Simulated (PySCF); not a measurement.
Molecule: `C[Si](C)(C)C`, C4H12Si.

Geometry (Å), atoms numbered from 1 in this order:
```xyz
17

C    -0.181   -1.241   -1.408
Si   -0.001    0.000   -0.001
C    -0.056    1.750   -0.697
C    -1.411   -0.230    1.227
C     1.645   -0.275    0.874
H    -1.135   -1.101   -1.941
H    -0.154   -2.276   -1.033
H     0.633   -1.129   -2.143
H     0.040    2.500    0.104
H    -1.006    1.939   -1.222
H     0.763    1.919   -1.415
H    -2.389   -0.072    0.744
H    -1.407   -1.246    1.654
H    -1.330    0.485    2.062
H     1.709   -1.292    1.293
H     2.491   -0.143    0.180
H     1.777    0.438    1.703
```

Geometry PBE0-D3(BJ)/def2-SVP throughout; GIAO in PySCF, gas phase, one conformer, non-relativistic; equivalent atoms averaged; basis pcSseg-1.

Question: How do the absolute shieldings σ depend on the functional? (ppm; last column core-seconds on shared hosts with different chips, so compare them loosely)

Answer: 
```csv
functional,kind,C1/C3/C4/C5,Si2,H6/H7/H8/H9/H10/H11/H12/H13/H14/H15/H16/H17,core-s
HF,Hartree–Fock,190.9,393.5,31.69,7.2
LDA,LDA,180.7,318.4,30.83,15
PBE,GGA,180.0,334.7,31.20,18
BLYP,GGA,175.3,323.5,31.36,19
BP86,GGA,179.7,333.9,31.27,18
OPBE,GGA,185.1,360.3,31.23,20
KT2,GGA,183.2,361.1,31.18,21
KT3,GGA,182.3,365.5,31.32,21
B97-D,GGA,179.2,347.2,31.41,19
B3LYP,global hybrid,179.2,337.9,31.38,14
PBE0,global hybrid,184.4,352.0,31.27,11
mPW1PW91,global hybrid,183.6,350.9,31.32,14
WP04,global hybrid,172.5,338.7,31.56,24
B97-2,global hybrid,183.7,357.5,31.38,21
BHandHLYP,global hybrid,184.0,358.4,31.44,20
CAM-B3LYP,range-separated hybrid,182.5,343.5,31.33,26
wB97X-D,range-separated hybrid,184.5,353.0,31.38,26
LC-wPBE,range-separated hybrid,188.6,358.5,31.33,38
```

Question: Which nucleus moves most, in ppm?

Answer: Si2 (silicon bonded to 4 C): from 318.4 ppm with LDA to 393.5 ppm with HF. The smallest spread is 0.86 ppm, at H6/H7/H8/H9/H10/H11/H12/H13/H14/H15/H16/H17. Proton shifts span only some 12 ppm, so a few tenths of a ppm matter as much there as several ppm in carbon.
